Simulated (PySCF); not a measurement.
**A search over the determinants of SiP**

Unrestricted PBE0; basis Si aug-pcseg-1, P aug-pcseg-1; no relativity; PySCF 2.14. Outer shells of the fragments: Si 3s2 3p2; P 3s2 3p3.

Followed along the bond (rough minima from three points):

```json
{"2Ms+1": "2", "unpaired": "π ↑", "⟨S²⟩ at the start": "0.76", "R at minimum (Å)": "2.08", "Te (eV)": "0.00"}
{"2Ms+1": "2", "unpaired": "σ ↑", "⟨S²⟩ at the start": "0.77", "R at minimum (Å)": "1.99", "Te (eV)": "0.17"}
{"2Ms+1": "4", "unpaired": "π ↑↑↑", "⟨S²⟩ at the start": "3.76", "R at minimum (Å)": "none in the scan", "Te (eV)": "≤ 1.71"}
{"2Ms+1": "6", "unpaired": "σ ↑, π ↑↑↑↑", "⟨S²⟩ at the start": "8.75", "R at minimum (Å)": "none in the scan", "Te (eV)": "≤ 3.21"}
```

Solutions found at the starting distance of 2.180 Å, counted from the lowest of them; the search is not exhaustive and high or unbound solutions are not listed, so other states can lie among these:

```tsv
2Ms+1	unpaired	term	E (eV)	⟨S²⟩	⟨Lz²⟩	μ (D)
2	π ↑	²Π	0.00	0.76	1.01	-1.17
2	σ ↑	²Σ⁺	0.47	0.77	0.00	-1.69
4	π ↑↑↑	⁴Π	1.79	3.76	1.01	0.42
4	σ ↑, π ↑↑	mixed	1.97	3.76	2.01	-0.78
2	π ↑↑↓	mixed	2.18	1.76	3.03	0.42
2	σ ↓, π ↑↑	mixed	2.42	1.78	2.01	-0.62
```

A term symbol is given only where ⟨S²⟩ and ⟨Lz²⟩ are close to those of a pure state; real π, δ and φ orbitals otherwise mix terms. A positive dipole means Si(−)P(+).

**Question.** Compare the gap between the two lowest followed solutions at the starting distance with the gap between their minima.

**Answer.** At PBE0 the second solution (doublet, unpaired electrons σ ↑) lies +0.47 eV from the first (doublet, unpaired electrons π ↑) at 2.180 Å and +0.17 eV at the minima; the two curves relax by different amounts, since their minima lie near 1.99 and 2.08 Å.

Counting both spins, an empty level lies below a filled one in some of these solutions, because spin and occupation are held.
